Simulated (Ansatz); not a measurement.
# H6NPSi: ionisation energy by level of theory

An exercise on one series of results from a longer session: the logs are not shown, and one member is left open.

The runs use Ansatz 0.2.0, Gaussian basis; unrestricted cation, the program's frozen cores in correlated methods.

Levels to be run: UKS PBE-D4/def2-TZVPP; UKS r2SCAN-D4/def2-TZVPP; UKS PBE0-D4/def2-TZVPP; UKS B3LYP-D4/def2-TZVPP; UKS wB97X-V/def2-TZVPP; UKS wB97M-V/def2-TZVPP; UKS B2PLYP/def2-TZVPP; UHF-MP2/def2-TZVPP; UHF-MP2/def2-QZVPP; then −ε(HOMO) from the neutral's earlier runs with LDA (SPW92), PBE-D4, revPBE-D4, BLYP-D4, r2SCAN-D4, B97M-V, PBE0-D4, B3LYP-D4, r2SCANh-D4, r2SCAN0-D4, HSE06-D4, BHLYP-D4, CAM-B3LYP-D4, LC-ωPBE, ωB97X-V, ωB97M-V.

1 further run of the same task is left out (it didn't finish).

### The geometry

All runs share one geometry, relaxed beforehand with PBE0-D4 in a triple-zeta def2 set.

SMILES `[SiH3]NP`, 9 atoms, charge 0, spin multiplicity 1.

Atoms are counted from 1 here; the program's logs count them from 0.

Bond lengths: Si1–N2 1.726 Å, Si1–H4 1.488 Å, Si1–H5 1.486 Å, Si1–H6 1.488 Å, N2–P3 1.705 Å, N2–H7 1.006 Å, P3–H8 1.426 Å, P3–H9 1.426 Å. Angles: N2–Si1–H4 110.7°, N2–Si1–H5 108.0°, N2–Si1–H6 110.7°, H4–Si1–H5 109.9°, H4–Si1–H6 107.6°, H5–Si1–H6 109.9°, Si1–N2–P3 126.5°, Si1–N2–H7 119.7°, P3–N2–H7 113.8°, N2–P3–H8 100.3°, N2–P3–H9 100.3°, H8–P3–H9 92.2°.

Set-up of the first run:

in.yaml reads:

```yaml
crystal:
  periodic: [false, false, false]
  atoms:
    - {symbol: Si, position_ang: [-0.450443, 0.661717, -0.852093]}
    - {symbol: N, position_ang: [0.867133, -0.083656, -0.022800]}
    - {symbol: P, position_ang: [0.765045, -1.074877, 1.360512]}
    - {symbol: H, position_ang: [-1.408162, -0.363213, -1.347663]}
    - {symbol: H, position_ang: [0.104194, 1.431033, -1.996662]}
    - {symbol: H, position_ang: [-1.196980, 1.573340, 0.056316]}
    - {symbol: H, position_ang: [1.806952, 0.056301, -0.353641]}
    - {symbol: H, position_ang: [-0.287848, -1.952614, 0.968869]}
    - {symbol: H, position_ang: [-0.111392, -0.294431, 2.170060]}
basis:
  gaussian: {orbitals: def2-TZVPP}
total_charge: 1
magnetization: {spin_polarized: true, initial_magnetization: 1}
hamiltonian: {xc: pbe, dispersion: d4}
```

On the command line:

```bash
$ ansatz run in.yaml --threads 2 --pin off --events-out ev --progress --plain --max-ram 4352MiB
```

Among the steps run: Cation, UKS PBE-D4/def2-TZVPP; Cation, UKS r2SCAN-D4/def2-TZVPP; Cation, UKS PBE0-D4/def2-TZVPP; Cation, UKS B3LYP-D4/def2-TZVPP; Cation, UKS wB97X-V/def2-TZVPP; Cation, UKS wB97M-V/def2-TZVPP; Cation, UKS B2PLYP (frozen core)/def2-TZVPP; Cation, UHF-MP2/def2-TZVPP; Cation, UHF-MP2/def2-QZVPP.

One table of the session follows, with a row left open; its other results are not shown here.

For comparison, −ε(HOMO) of the neutral from earlier runs:

```
  functional  −ε(HOMO) (eV)
 LDA (SPW92)           6.29
      PBE-D4           6.21
   revPBE-D4           6.17
     BLYP-D4           6.08
   r2SCAN-D4           6.44
      B97M-V           6.58
     PBE0-D4           7.37
    B3LYP-D4           7.17
  r2SCANh-D4           6.87
  r2SCAN0-D4           7.51
    HSE06-D4           6.97
    BHLYP-D4           8.42
CAM-B3LYP-D4           8.70
     LC-ωPBE          10.06
     ωB97X-V           9.71
     ωB97M-V              ?
```

**Question.** Estimate the row for ωB97M-V.

The run gave: −ε(HOMO) (eV): 9.57. In the column «−ε(HOMO) (eV)» it lies between CAM-B3LYP-D4 (8.70) and ωB97X-V (9.71).
